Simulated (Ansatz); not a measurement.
Ideal-gas functions of C2H3O, SMILES `[CH2]C=O` radical at 400 K and 1 bar, from an Ansatz frequency run at PBE0-D4/def2-TZVP.

Molar mass 43.05 g/mol, point group Cs (symmetry number 1), electronic degeneracy 2, moments of inertia 7.478, 43.789, 51.268 u Å². Harmonic wavenumbers (cm⁻¹, unscaled): 441, 504, 753, 979, 981, 1166, 1398, 1470, 1587, 2959, 3162, 3280.

Use S(trans) = R[1.5 ln M + 2.5 ln T − 1.1517]; rotational temperatures θ = 24.2544 K / I; S(rot) = R[ln(√π/σ · √(T³/θAθBθC)) + 1.5]; for each mode x = 1.438777 ν̃/T, S = R[x/(eˣ − 1) − ln(1 − e⁻ˣ)] and H = RT x/(eˣ − 1); 1 cm⁻¹ = 0.0119627 kJ/mol; R = 8.31446 J/(mol·K).

Task: By hand: the entropy, in J/(mol·K).

Result: Translation 161.9. Rotation: θ = 3.2434, 0.5539, 0.4731 K, giving 92.6. Vibration, mode by mode: 5.30, 4.42, 2.18, 1.14, 1.13, 0.66, 0.33, 0.27, 0.19, 0.00, 0.00, 0.00, in all 15.6. Electronic 5.8. Sum 275.9 J/(mol·K).

Task: By hand: H − E and G − E in kJ/mol, counted from the electronic energy.

Result: Zero-point energy ½ × 18680 × 0.0119627 = 111.7; thermal vibration 4.4; translation, rotation and pV give 4 RT = 13.3. H − E = 129.4 kJ/mol, and G − E = 129.4 − 400 × 275.9/1000 = 19.0 kJ/mol.

Vibration gives 6 % of the entropy.
